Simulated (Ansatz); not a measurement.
Geometry optimisation, RKS B3LYP-D4/def2-SVP in Ansatz 0.2.0.

Input file:

```yaml
crystal:
  periodic: [false, false, false]
  atoms:
    - { symbol: B, position_ang: [-0.106431, 0.537062, -0.423724] }
    - { symbol: "N", position_ang: [0.01786, -0.034801, 2.251469] }
    - { symbol: H, position_ang: [-0.722137, -0.497633, 2.775338] }
    - { symbol: H, position_ang: [0.887341, -0.124266, 2.775135] }
    - { symbol: H, position_ang: [0.998773, 0.11942, -0.648235] }
    - { symbol: H, position_ang: [-1.116192, -0.085935, -0.592334] }
    - { symbol: S, position_ang: [-0.206009, 2.350895, -0.027602] }
    - { symbol: H, position_ang: [-1.550647, 2.432709, 0.11325] }
    - { symbol: H, position_ang: [-0.201757, 0.976748, 2.187503] }
basis:
  gaussian: { orbitals: def2-SVP }
hamiltonian:
  xc: b3lyp
  dispersion: d4
relax:
  f_tol: 0.03
  max_steps: 50
output:
  orbitals: {}
```

Command:

```bash
$ ansatz run input.yaml --threads 1 --pin off --max-ram 2048MiB --backend cpu --events-out ev --progress --plain --runs-dir out
```

Where does it end, and by what steps?

The forces met the threshold. After 8 steps the energy has fallen by 0.756 eV; B1 moved furthest, 0.65 Å. Joined: B1–N2 (2.74 → 1.68 Å).

| step | energy less start (eV) | largest force component (eV/Å) | accepted |
| --- | --- | --- | --- |
| 0 | 0.0000 | 0.838 | yes |
| 1 | -0.1154 | 1.102 | yes |
| 2 | -0.2917 | 1.553 | yes |
| 3 | -0.6082 | 1.053 | yes |
| 4 | -0.6991 | 1.320 | yes |
| 5 | -0.7490 | 0.144 | yes |
| 6 | -0.7535 | 0.199 | yes |
| 7 | -0.7558 | 0.064 | yes |
| 8 | -0.7560 | 0.007 | yes |

```xyz
9
Properties=species:S:1:pos:R:3
B -0.088 0.436 0.216
N -0.027 0.178 1.876
H -0.730 -0.492 2.198
H 0.891 -0.156 2.177
H 0.980 0.042 -0.210
H -1.055 -0.186 -0.179
S -0.214 2.322 -0.038
H -1.559 2.448 0.043
H -0.198 1.082 2.329
```

Run time: 27 s on 1 thread of Arm Neoverse V2, with other jobs on the host, peak memory 0.14 GiB.
